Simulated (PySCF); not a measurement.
```tsv
wavenumber (cm⁻¹)	absorption (km/mol per cm⁻¹)
0	0.049
23	0.064
46	0.087
69	0.125
92	0.193
115	0.335
138	0.708
161	2.106
183	5.678
206	1.934
229	0.668
252	0.322
275	0.187
298	0.122
321	0.086
344	0.064
367	0.049
390	0.039
413	0.032
436	0.027
459	0.023
482	0.020
505	0.018
528	0.016
550	0.014
573	0.013
596	0.012
619	0.011
642	0.011
665	0.010
688	0.010
711	0.010
734	0.010
757	0.010
780	0.010
803	0.011
826	0.011
849	0.012
872	0.013
894	0.014
917	0.016
940	0.019
963	0.022
986	0.027
1009	0.034
1032	0.045
1055	0.063
1078	0.095
1101	0.160
1124	0.325
1147	0.904
1170	2.891
1193	1.235
1216	0.401
1239	0.186
1261	0.106
1284	0.068
1307	0.048
1330	0.035
1353	0.027
```

This is the computed harmonic infrared spectrum of singlet [AlF2]+, Lorentzian lines of 34 cm⁻¹ full width. Method: PBE0 in PySCF with Al def2-TZVP, F def2-TZVP; no relativity; density-fitted integrals.

Problem. Which bands make it up, and how are they assigned?

Solution. In D∞h symmetry, counting bands above 1 % of the strongest: 183 cm⁻¹ (πu, bend, 304 km/mol); 1172 cm⁻¹ (σu+, stretch, 158 km/mol).

Other isomers or separated fragments may lie lower.
